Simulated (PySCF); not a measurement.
**How methods differ on the ionisation energy of S**

S [Ne] 3s2 3p4 (3P) → S⁺ [Ne] 3s2 3p3 (4S), as a difference of total energies. Calculation: PySCF 2.14, in aug-cc-pwCVTZ (8s7p5d3f, 75 functions); the non-relativistic Hamiltonian (point nucleus). Correlated levels: nothing frozen. The calculations carry no spin-orbit coupling.

| method | ionisation energy (eV) |
| --- | --- |
| UHF | 9.241 |
| MP2 (all electrons) | 10.022 |
| SCS-MP2 (all electrons) | 10.099 |
| CCSD (all electrons) | 10.133 |
| CCSD(T) (all electrons) | 10.175 |

A first-order spin-orbit estimate (lowest level to lowest level, LS coupling) adds 0.023 eV.

Errors of the correlated levels include the incompleteness of this basis.

Q: Which method comes closest to the reference value, and which is furthest?

A: The reference is 10.360 eV (measured; NIST Atomic Spectra Database, ionization energies). Closest: CCSD(T) (all electrons) (error -0.162 eV); furthest: UHF (error -1.096 eV), both after the spin-orbit estimate.
